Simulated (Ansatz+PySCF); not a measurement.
Values are calculated unless marked as measured or tabulated.
## Several solutions for singlet C₂H₄ in separate pieces

```
atom    x (Å)    y (Å)    z (Å)
   C   0.0000   0.0000  -0.1059
   H   0.0000   1.0040   0.3178
   H   0.0000  -1.0040   0.3178
   C  10.0000   0.0000  -0.1059
   H  10.0000   1.0040   0.3178
   H  10.0000  -1.0040   0.3178
```

Basis set: STO-3G (spherical functions). Charge 0, multiplicity 1.

UHF was run from several starts with Ansatz (development build ahead of 0.2.0) and PySCF 2.14.0.

| run | program | start | converged | energy (hartree) | <S²> |
| --- | --- | --- | --- | --- | --- |
| A | PySCF | program defaults | yes | -76.67692 | 0.00 |
| B | PySCF | guess minao, instabilities followed | yes | -76.72817 | 0.93 |
| C | Ansatz | search for the lowest state | yes | -76.86906 | 2.04 |
| D | PySCF | guess atom, instabilities followed | yes | -76.77940 | 1.86 |
| E | Ansatz | stability test followed | yes | -76.77940 | 1.86 |
| F | PySCF | guess huckel, instabilities followed | yes | -76.77940 | 1.86 |
| G | PySCF | guess 1e, instabilities followed | yes | -76.77940 | 1.86 |
| H | Ansatz | atomic start, no search | yes | -76.67692 | 0.00 |

Problem. Which runs reached the lowest solution of this kind, and what is wrong with the others?

Solution. C reached the lowest solution found. Converged but too high: A by 5.23 eV, B by 3.83 eV, D by 2.44 eV, E by 2.44 eV, F by 2.44 eV, G by 2.44 eV, H by 5.23 eV. Convergence only shows a stationary point, and even a stable one can lie too high; stability tests and further starts are what find lower ones. Caution: the unrestricted determinant is a mixture of spin states. Caution: the determinant breaks the point group.
